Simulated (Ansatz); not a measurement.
Stepwise reaction of `CBC` with hydrogen chloride, as a gas-phase model of exchange steps in deposition or etching. ΔE in kJ/mol; ΔG adds harmonic PBE0-D4 terms to CCSD(T)/CBS, at 1 bar.

Gas-phase electronic energies from Ansatz, PBE0-D4/def2-TZVP geometries. CBS: MP2 limit from def2 TZ/QZ plus the TZ coupled-cluster correction, frozen cores. This one scheme is used for every species. Functionals use def2-TZVPP. B3LYP here is the variant with VWN-RPA as its local correlation; programs differ in this.

```
step                      reaction  PBE-D4  B3LYP-D4  ωB97M-V  CCSD(T)/CBS  ΔG(400 K)
   1    `CBC` + HCl → `CBCl` + CH₄  -103.3    -103.9   -102.0       -101.9      -94.1
   2  `CBCl` + HCl → `ClBCl` + CH₄   -85.8     -85.0    -82.9        -82.3      -67.5
```

Question: By hand: ΔE of the 2 steps together at CCSD(T)/CBS.

Answer: (-101.9) + (-82.3) = -184.2 kJ/mol, or -92.1 kJ/mol a step.

In ΔE each step is higher than the one before. All are downhill at CCSD(T)/CBS. ΔG lies between -94.1 and -67.5 kJ/mol a step. PBE-D4 differs from CCSD(T)/CBS by -3.5 to -1.4 kJ/mol a step. Isolated molecules leave out the surface, adducts and barriers. Largest T1 diagnostic: 0.012.
